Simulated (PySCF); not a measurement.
Gas-phase reaction: 2 Al(CH₃)Cl₂ + C₄H₈ (isobutene) ⇌ 2 AlH₂Cl + C₄H₁₀ (n-butane) + 2 CCl

Method: PySCF energies plus ideal-gas RRHO corrections (1 bar). † marks an energy on the PBE0/def2-TZVP geometry and frequencies. Open shells (unrestricted): CCl (multiplicity 2); the rest are closed-shell singlets. Spin-orbit splitting is ignored; it lowers the true energy and changes the entropy of CCl. B3LYP is the form with VWN-RPA correlation. Al(CH₃)Cl₂, AlH₂Cl: computed as isolated molecules; such fragments, hydroxides, amides, oligomers or adducts are transient or little studied in the gas.

ωB97M-V/def2-TZVP† gives ΔH°(298 K) = 1376 kJ.

Task: What do PBE/def2-TZVP†, B3LYP/def2-TZVP†, LDA/def2-TZVP† give?

Result: PBE/def2-TZVP†: 1354 kJ; B3LYP/def2-TZVP†: 1326 kJ; LDA/def2-TZVP†: 1487 kJ. For scale, ΔH°(298 K) is 1376 kJ at this level, 1361 kJ at ωB97X-V/def2-TZVP†, and runs from 1196 to 1487 kJ over the 17 levels computed.
